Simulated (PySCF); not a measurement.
Simulated C 1s region for `C=CC(F)(F)F`, binding energy against the vacuum level.

Every computed line was given a Gaussian of 0.6 eV full width at half maximum and an area set by the number of equivalent atoms; the highest printed point is 100. Level of theory: delta-SCF UKS SCAN, pcX-2 on the ionised atom, pcseg-1 elsewhere, spin-free X2C (PySCF).

(binding energy (eV), intensity): (290.6, 0), (290.8, 1), (291.0, 9), (291.2, 34), (291.4, 76), (291.6, 100), (291.8, 80), (292.0, 39), (292.2, 11), (292.4, 2), (292.6, 0), (292.8, 0), (293.0, 0), (293.2, 0), (293.4, 0), (293.6, 0), (293.8, 0), (294.0, 0), (294.2, 0), (294.4, 0), (294.6, 0), (294.8, 0), (295.0, 0), (295.2, 0), (295.4, 0), (295.6, 0), (295.8, 0), (296.0, 0), (296.2, 0), (296.4, 0), (296.6, 0), (296.8, 0), (297.0, 0), (297.2, 0), (297.4, 0), (297.6, 0), (297.8, 4), (298.0, 17), (298.2, 41), (298.4, 55), (298.6, 40), (298.8, 15), (299.0, 3), (299.2, 0)

Q: Count the maxima, the lines and the sites behind this envelope.

A: The curve has 2 maxima (at 291.6 and 298.4 eV). Under it lie 3 lines from 3 inequivalent carbon sites. At this width some lines have no maximum of their own.

Q: Decompose the envelope and assign each component. Numbering: `[CH2:1]=[CH:2][C:3]([F:4])([F:5])[F:6]`.

A: 
```
position (eV)  relative area  line  atoms           environment
       291.50              1  C 1s     C1  terminal =CH2 carbon
       291.72              1  C 1s     C2      alkene CH carbon
       298.39              1  C 1s     C3            CF3 carbon
```

Q: What are the centre and the root-mean-square width of the whole band?

A: The area-weighted mean of the lines is 293.87 eV. Their own spread about it is 3.20 eV (rms) and each Gaussian has σ = 0.6/2.355 = 0.25 eV; the variances add, which gives 3.21 eV.

The listed C 1s values span 6.89 eV, from C1 (bonded to C (double bond) and 2 H) to C3 (bonded to 3 F and C). Summing the Pauling electronegativity differences to the bonded atoms, each weighted by its formal bond order, gives -0.70 for the lowest site and +4.29 for the highest; no listed site has a larger sum than the highest.

No satellites, vibrations or lifetime broadening are included. Geometry: PBE0-D3(BJ)/def2-SVP; no solvent, vibrations or thermal averaging.

Conformer computed: `[CH2:1]=[CH:2][C:3]([F:4])([F:5])[F:6]`: C1–C2–C3–F4 -4°.
